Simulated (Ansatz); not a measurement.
# BH₄ (doublet): from Hartree-Fock to the top rungs at distance B1–H4 along a hydrogen transfer = 1.110 Å, 6-31G

Aim: climb from Hartree-Fock through coupled cluster and multireference methods for BH₄ (doublet) at one geometry and basis, and see what each rung misses.

Program: Ansatz 0.2.0, Gaussian basis. Level of theory: 6-31G, core rule «outside noble gas», up to 1 orbitals frozen. These are calculated values, not measurements.

To be run: UHF; CCSD(T) on ROHF; CCSD(T) on UHF; BCCD(T) on ROHF; CISD; CCSDT(Q) on ROHF; CCSDT(Q) on UHF; CISDTQ; CCSDTQ on ROHF; CCSDTQ on UHF; CASSCF and MRCISD+Q, 3 electrons in 3 orbitals; CASSCF and NEVPT2, 3 electrons in 3 orbitals; CASSCF and MRCISD+Q, 7 electrons in 8 orbitals; CASSCF and NEVPT2, 7 electrons in 8 orbitals; Full CI.

8 further runs of the same task are left out: 6 that didn't finish, 2 set aside as unsound or not needed.

### Step 1. The system

The geometry derives from fragments relaxed apart (PBE0/def2-TZVP) and kept rigid, so it is no stationary point. A hydrogen atom is moved between rigid fragments.

5 atoms, charge 0, spin multiplicity 2.

Atoms are counted from 1 here; the program's logs count them from 0.

Bond lengths: B1–H2 1.193 Å, B1–H3 1.193 Å, B1–H4 1.110 Å. Angles: H2–B1–H3 120.0°, H2–B1–H4 120.0°, H3–B1–H4 120.0°.

### Step 2. UHF

in.yaml

```yaml
crystal:
  periodic: [false, false, false]
  atoms:
    - {symbol: B, position_ang: [-0.145495, 0.000000, 0.000000]}
    - {symbol: H, position_ang: [-0.742228, 1.033571, 0.000000]}
    - {symbol: H, position_ang: [-0.742228, -1.033571, 0.000000]}
    - {symbol: H, position_ang: [0.964505, 0.000000, 0.000000]}
    - {symbol: H, position_ang: [2.080505, 0.000000, 0.000000]}
basis:
  gaussian: {orbitals: 6-31G}
magnetization: {spin_polarized: true, initial_magnetization: 1}
hamiltonian: {xc: hf}
output: {orbitals: {seedname: orbitals}}
```

The run is started by

```console
> ansatz run in.yaml --threads 1 --pin off --events-out ev --progress --plain --max-ram 2393MiB
```

The runs that follow: CCSD(T) on ROHF; CCSD(T) on UHF; BCCD(T) on ROHF; CISD; CCSDT(Q) on ROHF; CCSDT(Q) on UHF; CISDTQ; CCSDTQ on ROHF; CCSDTQ on UHF; CASSCF and MRCISD+Q, 3 electrons in 3 orbitals; CASSCF and NEVPT2, 3 electrons in 3 orbitals; CASSCF and MRCISD+Q, 7 electrons in 8 orbitals; CASSCF and NEVPT2, 7 electrons in 8 orbitals; Full CI.

Q: Predict the results of all the runs planned. Wanted: FCI below the RHF energy; RMP2 from FCI; UMP2 from FCI; RCCSD from FCI; RCCSD(T) from FCI; UCCSD(T) from FCI; RCCSDT(Q) from FCI; UCCSDT(Q) from FCI; NEVPT2 pair from FCI.

As calculated:

```
                         quantity                                                                                                                                        value
         FCI below the RHF energy                                                                                                                                   -2.1214 eV
                    RMP2 from FCI                                                                                                                                 +50.4 kJ/mol
                    UMP2 from FCI                                                                                                                                 +49.6 kJ/mol
                   RCCSD from FCI                                                                                                                                  +3.2 kJ/mol
                RCCSD(T) from FCI                                                                                                                                  +0.8 kJ/mol
                UCCSD(T) from FCI                                                                                                                                  +0.8 kJ/mol
               RCCSDT(Q) from FCI                                                                                                                                   0.0 kJ/mol
               UCCSDT(Q) from FCI                                                                                                                                   0.0 kJ/mol
             NEVPT2 pair from FCI                                                                                                                                 +44.1 kJ/mol
          NEVPT2 valence from FCI                                                                                                                                 +19.6 kJ/mol
        MRCISD+Q valence from FCI                                                                                                                                  +0.7 kJ/mol
levels within 1 kcal/mol (43 meV)  RCCSD, UCCSD, RCCSD(T), UCCSD(T), BCCD(T), RCCSDT, UCCSDT, CISDTQ, RCCSDT(Q), UCCSDT(Q), RCCSDTQ, UCCSDTQ, MRCISD valence, MRCISD+Q valence
                    T1 diagnostic                                                                                                                                        0.015
   effectively unpaired electrons                                                                                                                                         1.01
```

In words: RCCSD(T) misses by +0.8 kJ/mol, 0.4 % of the correlation energy. One determinant dominates. Of the multireference levels listed MRCISD+Q valence comes nearest in total energy (+0.7 kJ/mol), which doesn't show that its space is the better one. These misses are within one basis, not against nature; the frozen cores of restricted and unrestricted runs differ, which can shift their rows.
